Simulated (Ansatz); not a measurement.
The input, for Ansatz 0.2.0:

```yaml
crystal:
  periodic: [false, false, false]
  atoms:
    - {symbol: Co, position_ang: [0.000000, 0.000000, 0.000000]}
    - {symbol: Si, position_ang: [0.000000, 0.000000, 2.230600]}
basis:
  gaussian: {orbitals: def2-SVP}
total_charge: 1
magnetization: {spin_polarized: false, initial_magnetization: 4}
correlation: {method: fic_mrcisd_q, electrons: outside_noble_gas, active_space: {window: {electrons: 12, orbitals: 10}, shells: [{species: Co, l: s, shell: 4}, {species: Co, l: d, shell: 3}, {species: Si, l: s, shell: 3}, {species: Si, l: p, shell: 3}]}}
```

```sh
$ ansatz run in.yaml --threads 1 --pin off --events-out ev --progress --plain --max-ram 2393MiB
```

Problem. Roughly how long does this take on 1 thread of Arm Neoverse V2, shared host, and how much host memory?

Solution. 26 s wall and 0.54 GiB.

```
812 factors; integrals over basis functions are off by at most 1.4e-7 eV
mean field evaluation 1: about -45398.5791 eV, gradient 1.1e2 eV
mean field evaluation 2: about -45398.6766 eV, gradient 1.1e2 eV
mean field evaluation 4: about -45416.2715 eV, gradient 6.8e1 eV
mean field evaluation 8: about -45434.0537 eV, gradient 3.3e0 eV
mean field evaluation 16: about -45434.2356 eV, gradient 4.6e-3 eV
mean field evaluation 32: about -45434.2335 eV, gradient 2.6e-6 eV
mean field evaluation 64: about -45434.2346 eV, gradient 2.1e-2 eV
mean field evaluation 96: about -45434.2347 eV, gradient 6.4e-2 eV
mean field evaluation 128: about -45434.2356 eV, gradient 3.7e-2 eV
mean field evaluation 160: about -45434.2242 eV, gradient 1.3e0 eV
...
contracted CI cycle   1: correlation 0.00000000 eV, 0.0000000000 hartree, residual 2.68e1 eV
contracted CI cycle   2: correlation -4.90135578 eV, -0.1801215026 hartree, residual 3.01e0 eV
contracted CI cycle   3: correlation -5.05050141 eV, -0.1856025035 hartree, residual 9.75e-1 eV
contracted CI cycle   4: correlation -5.06330669 eV, -0.1860730888 hartree, residual 2.40e-1 eV
contracted CI cycle   5: correlation -5.06436914 eV, -0.1861121333 hartree, residual 8.67e-2 eV
contracted CI cycle   6: correlation -5.06448240 eV, -0.1861162955 hartree, residual 2.65e-2 eV
contracted CI cycle   7: correlation -5.06449496 eV, -0.1861167568 hartree, residual 9.42e-3 eV
contracted CI cycle   8: correlation -5.06449625 eV, -0.1861168043 hartree, residual 2.40e-3 eV
contracted CI cycle   9: correlation -5.06449635 eV, -0.1861168081 hartree, residual 7.32e-4 eV
contracted CI cycle  10: correlation -5.06449636 eV, -0.1861168084 hartree, residual 1.80e-4 eV
state -45435.98341500 eV, -1669.7415928857 hartree; corrected -45441.42619021 eV, -1669.9416111851 hartree
Total energy: -45441.42619021 eV, -1669.9416111851 hartree
Checks for a lower state left out: starts, orbital_swaps
```

Natural occupations: 1.9669 1.9413 1.9409 1.8551 1.0554 1.0551 1.0059 1.0037 0.1136 0.0621.
